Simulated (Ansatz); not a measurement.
A nudged elastic band was laid between two geometries of CH₅SSi (8 atoms, charge 1, multiplicity 1).

Method: RKS PBE0-D4/def2-SVP (Ansatz 0.2.0).

```yaml
movable_images: 7
climbing_image: yes
spring: 5.0 eV/Å²
optimiser: quadratic models (default)
start_path: IDPP
force_threshold: 0.05 eV/Å
iteration_limit: 60
end_points: relaxed
```

Initial state:

```xyz
8
Properties=species:S:1:pos:R:3
Si -0.838 0.957 -0.950
C 0.126 0.288 0.324
S 0.555 -1.389 0.315
H -1.305 0.101 -2.062
H -1.181 2.392 -0.905
H 0.489 0.892 1.162
H 1.902 -1.407 0.545
H 0.252 -1.835 1.570
```

Final state:

```xyz
8
Properties=species:S:1:pos:R:3
Si -0.743 0.830 -0.873
C 0.201 0.463 0.529
S 0.918 -1.031 1.052
H -1.068 -0.216 -1.868
H -1.224 2.213 -1.067
H 0.432 1.252 1.254
H 1.559 -1.545 -0.038
H -0.075 -1.966 1.013
```

Problem. What changes between the two ends?

Solution. No bond is made or broken. The height of S3 over the plane of its neighbours goes from 0.67 to -0.65 Å.

Problem. Give the energies along the band, and the barrier.

Solution. The run converged. The highest image is number 4 of 0 to 8, 1.00 eV above the first end and 0.86 eV above the last; the last end lies 0.15 eV above the first. A vibrational analysis at the climbing image gives one clearly imaginary mode, 862i cm⁻¹: a first-order saddle point. Limits of this set-up: the dipole of an ion depends on the origin.

```csv
image,path coordinate (Å),energy (eV),height of S3 over the plane of its neighbours (Å)
0,0.00,0.00,0.67
1,0.27,0.02,0.64
2,0.55,0.17,0.52
3,0.82,0.62,0.28
4,1.09,1.00,-0.02
5,1.32,0.73,-0.27
6,1.54,0.32,-0.49
7,1.76,0.16,-0.62
8,1.99,0.15,-0.65
```

Problem. What is the geometry of the highest image?

Solution. 
```xyz
8
Properties=species:S:1:pos:R:3:forces:R:3
Si -0.814 0.891 -0.947 0.00 0.00 0.00
C 0.147 0.495 0.446 0.00 0.00 0.00
S 0.725 -1.095 0.717 0.00 0.00 0.00
H -1.151 -0.158 -1.934 0.00 0.00 0.00
H -1.287 2.278 -1.134 0.00 0.00 0.00
H 0.436 1.216 1.218 0.00 0.00 0.00
H 1.894 -1.575 0.249 0.00 0.00 0.00
H 0.049 -2.052 1.385 0.00 0.00 0.00
```

Problem. What are the harmonic wavenumbers there?

Solution. 862i, 216, 251, 393, 578, 614, 722, 775, 781, 904, 1029, 1193, 1234, 2308, 2355, 2692, 2733, 3223 cm⁻¹.

Time of the run: 2.3 min on 1 thread of Arm Neoverse V2, on a shared host, peak memory 0.16 GiB.
